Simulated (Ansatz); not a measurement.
# C₅H₅F: up Jacob's ladder to CCSD(T)

The task here is to estimate one member of a computed series from the others.

The runs use Ansatz 0.2.0, Gaussian basis; functionals in def2-TZVPP, the program's frozen cores in correlated methods.

The runs, in order: LDA (SPW92), PBE-D4, revPBE-D4, BLYP-D4, r2SCAN-D4, B97M-V, PBE0-D4, B3LYP-D4, r2SCANh-D4, r2SCAN0-D4, HSE06-D4, BHLYP-D4, CAM-B3LYP-D4, LC-ωPBE, ωB97X-V, ωB97M-V, B2PLYP, PBE-QIDH; CCSD(T)/def2-SVP; CCSD(T)/def2-TZVPP; MP2/def2-QZVPP; extrapolation to the limit; RPA on PBE.

### The relaxed structure

All runs share one geometry, relaxed beforehand with PBE0-D4 in a triple-zeta def2 set.

SMILES `FC1=CCC=C1`, 11 atoms, charge 0, spin multiplicity 1.

Atoms are counted from 1 here; the program's logs count them from 0.

Bond lengths: F1–C2 1.330 Å, C2–C3 1.337 Å, C2–C6 1.454 Å, C3–C4 1.492 Å, C3–H7 1.079 Å, C4–C5 1.495 Å, C4–H8 1.098 Å, C4–H9 1.098 Å, C5–C6 1.340 Å, C5–H10 1.081 Å, C6–H11 1.081 Å. Angles: F1–C2–C3 126.7°, F1–C2–C6 121.3°, C3–C2–C6 112.0°, C2–C3–C4 106.9°, C2–C3–H7 127.2°, C4–C3–H7 125.9°, C3–C4–C5 104.2°, C3–C4–H8 112.2°, C3–C4–H9 112.2°, C5–C4–H8 111.2°, C5–C4–H9 111.2°, H8–C4–H9 106.0°, C4–C5–C6 109.4°, C4–C5–H10 123.9°, C6–C5–H10 126.7°, C2–C6–C5 107.5°, C2–C6–H11 124.5°, C5–C6–H11 128.0°.

The first run:

File in.yaml:

```yaml
crystal:
  periodic: [false, false, false]
  atoms:
    - {symbol: F, position_ang: [0.004385, -2.240890, -1.280900]}
    - {symbol: C, position_ang: [0.012758, -1.096728, -0.602957]}
    - {symbol: C, position_ang: [0.421211, -0.918520, 0.657763]}
    - {symbol: C, position_ang: [0.239985, 0.529236, 0.971308]}
    - {symbol: C, position_ang: [-0.320789, 1.109609, -0.287716]}
    - {symbol: C, position_ang: [-0.449587, 0.142431, -1.206083]}
    - {symbol: H, position_ang: [0.809285, -1.667664, 1.330430]}
    - {symbol: H, position_ang: [-0.439500, 0.687408, 1.818704]}
    - {symbol: H, position_ang: [1.185166, 1.014895, 1.246177]}
    - {symbol: H, position_ang: [-0.574059, 2.153400, -0.409472]}
    - {symbol: H, position_ang: [-0.823457, 0.229821, -2.216854]}
basis:
  gaussian: {orbitals: def2-TZVPP}
hamiltonian: {xc: lda}
output: {orbitals: {seedname: orbitals}}
```

Steps of the session up to this table: LDA; PBE-D4 (GGA); revPBE-D4 (GGA); BLYP-D4 (GGA); r2SCAN-D4 (meta-GGA); B97M-V (meta-GGA); PBE0-D4 (hybrid); B3LYP-D4 (hybrid); r2SCANh-D4 (hybrid); r2SCAN0-D4 (hybrid); HSE06-D4 (hybrid); BHLYP-D4 (hybrid); CAM-B3LYP-D4 (range-separated); LC-ωPBE-D4 (range-separated; the results give it without D4); ωB97X-V (range-separated); ωB97M-V (range-separated); B2PLYP (double hybrid); PBE-QIDH (double hybrid).

One of the session's tables, all rows but one given; the rest of the session is left out.

It belongs to the step «Frontier levels by functional». 

| functional | HOMO (eV) | gap (eV) |
| --- | --- | --- |
| LDA (SPW92) | -5.64 | 3.88 |
| PBE-D4 | -5.44 | 3.88 |
| revPBE-D4 | -5.36 | 3.89 |
| BLYP-D4 | -5.28 | 3.85 |
| r2SCAN-D4 | ? | ? |
| B97M-V | -5.58 | 4.25 |
| PBE0-D4 | -6.51 | 5.88 |
| B3LYP-D4 | -6.30 | 5.45 |
| r2SCANh-D4 | -6.00 | 4.94 |
| r2SCAN0-D4 | -6.62 | 6.07 |
| HSE06-D4 | -6.11 | 5.10 |
| BHLYP-D4 | -7.41 | 7.83 |
| CAM-B3LYP-D4 | -7.81 | 8.31 |
| LC-ωPBE | -9.16 | 10.78 |
| ωB97X-V | -8.77 | 10.34 |
| ωB97M-V | -8.70 | 10.18 |

Q: Estimate the row for r2SCAN-D4 from the others.

Worked estimate for «HOMO (eV)». Against the share of exact exchange, r2SCANh-D4 (0.1, -6.00), r2SCAN0-D4 (0.25, -6.62) give a slope of -4.13 per unit share; at 0 the line stands at -5.59.

The run gave: HOMO (eV): -5.59; gap (eV): 4.19. In «HOMO (eV)» the line misses by 0.00.
